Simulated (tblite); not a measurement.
Input of a run (GFN2-xTB geometry optimisation, gas phase (tblite 0.8.0)), started from a force field or distance geometry:
```
{"job": {"kind": "relax", "xc": "GFN2-xTB", "basis": "xTB"}, "charge": 0, "multiplicity": 1}
Cl    -2.545100     1.132400     0.196100
C     -0.983300     0.544300     0.015000
C      0.063300     1.150700    -0.559000
C      1.207700     0.300900    -0.496700
C      0.877500    -0.845900     0.151000
C     -0.577900    -0.804700     0.539700
H      0.047700     2.133700    -1.024800
H      2.186100     0.550100    -0.882300
H      1.549600    -1.673800     0.343200
H     -1.136500    -1.612500     0.064400
H     -0.683800    -0.872600     1.627400
```

Output (eV, eV/Å):
```
step      E/eV     max force
  0    -483.43554    1.227
  1    -483.46731    0.540
  2    -483.47605    0.243
  3    -483.47884    0.124
  4    -483.47991    0.101
  5    -483.48074    0.078
  6    -483.48113    0.049
  7    -483.48137    0.047
  8    -483.48159    0.043
  9    -483.48177    0.033
 10    -483.48185    0.020
 11    -483.48188    0.015
 12    -483.48190    0.017
 13    -483.48192    0.011
 14    -483.48193    0.009
```

Task: Summarise the run.

Result: The energy falls by 0.046 eV over 14 L-BFGS steps, the largest force on an atom goes from 1.23 to 0.009 eV/Å, and the atoms move by 0.018 Å rms after alignment. The bond that changes most is Cl1–C2 (vinyl chlorine to vinylic C–Cl carbon), which lengthens by 0.032 Å. Bonds longer at the end by more than 0.005 Å: 2 of 11; shorter: 6. Among the angles that change most is H10–C6–H11, from 109.7° to 107.1°. The energy never rose by more than 1e-5 eV on the way. The first step brought 68 % of the lowering.

Task: What are the final bond lengths?

Result: Cl1–C2 1.711 Å, C2=C3 1.342 Å, C3–C4 1.447 Å, C4=C5 1.340 Å, C5–C6 1.493 Å, C2–C6 1.495 Å, C3–H7 1.074 Å, C4–H8 1.075 Å, C5–H9 1.074 Å, C6–H10 1.091 Å, C6–H11 1.091 Å. Numbering counts from 1 in the input's order; the species is `ClC1=CC=CC1`.

On Arm Neoverse V1, one thread, on a shared host, this took under 0.1 s wall.

Its GFN2-xTB frequencies are all real (lowest 205 cm⁻¹).

The numbers are calculated, not measured.
